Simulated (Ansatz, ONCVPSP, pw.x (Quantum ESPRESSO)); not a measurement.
## Ta (bcc): variants of one ONCV potential in the solid

ONCVPSP 4.0.1 input, shortened (lines: element, Z, core and valence counts, functional; n l f; lmax; l rc ep ncon nbas qcut; lloc lpopt rc5 dvloc0; l nproj debl; icmod fcfact rcfact), PBEsol, scalar-relativistic:

```
  Ta 73.00   10    4  -116133      upf
    1    0    2.00
    2    0    2.00
    2    1    6.00
    3    0    2.00
    3    1    6.00
    3    2   10.00
    4    0    2.00
    4    1    6.00
    4    2   10.00
    4    3   14.00
    5    0    2.00
    5    1    6.00
    5    2    3.00
    6    0    2.00
    2
    0    1.55    0.00    3    6    7.30
    1    2.05    0.00    4    9    5.40
    2    2.70    0.00    4    9    6.00
    4    5    1.25    0.00
    0    2    0.50
    1    2    2.00
    2    2    3.80
    0    0.00    0.00
```

Crystal test: bcc Ta in pw.x 7.5, no spin, 14³ k-points, Fermi–Dirac smearing 0.01 Ry, cutoffs set for each file from its atomic test. The reference is all-electron LAPW (Ansatz 0.2.0) with the same functional, mesh and smearing; V0 and B0 come from Birch–Murnaghan fits to the pressures at five volumes. Errors are pseudo minus all-electron; Δ is the rms difference of the E(V) curves that follow from these fits, minima aligned, over ±6 % about the mean V0. Mesh and smearing are coarse, so the numbers serve the comparison and aren't converged zero-temperature values; the lattice is a test structure that the element need not adopt.

All-electron: a0 = 3.282 Å (V0 = 17.68 Å³/atom), B0 = 206.9 GPa.

| change | cutoffs (Ry) | pw.x | a0 (Å) | a0 error (%) | B0 error (%) | Δ (meV/atom) | mean pressure error (GPa) |
| --- | --- | --- | --- | --- | --- | --- | --- |
| base | 55/220 | converged | 3.272 | -0.33 | -1.0 | 7.9 | -2.09 |
| p: debl 0.2 | 55/220 | converged; energies reset by the program | 3.272 | -0.33 | -1.0 | 7.8 | -2.08 |
| p: debl 0.4 | 55/220 | converged; energies reset by the program | 3.272 | -0.33 | -1.0 | 7.8 | -2.08 |
| p: debl 1 | 55/220 | converged; energies reset by the program | 3.272 | -0.33 | -1.0 | 7.8 | -2.08 |
| p: debl 4.9 | 55/220 | converged | 3.270 | -0.36 | -0.8 | 8.7 | -2.30 |

Task: Give the row for: p: debl 1.75.

Result: pw.x: converged; mean pressure error (GPa): -2.08; a0 (Å): 3.272; a0 error (%): -0.33; B0 error (%): -1.0; Δ (meV/atom): 7.8.
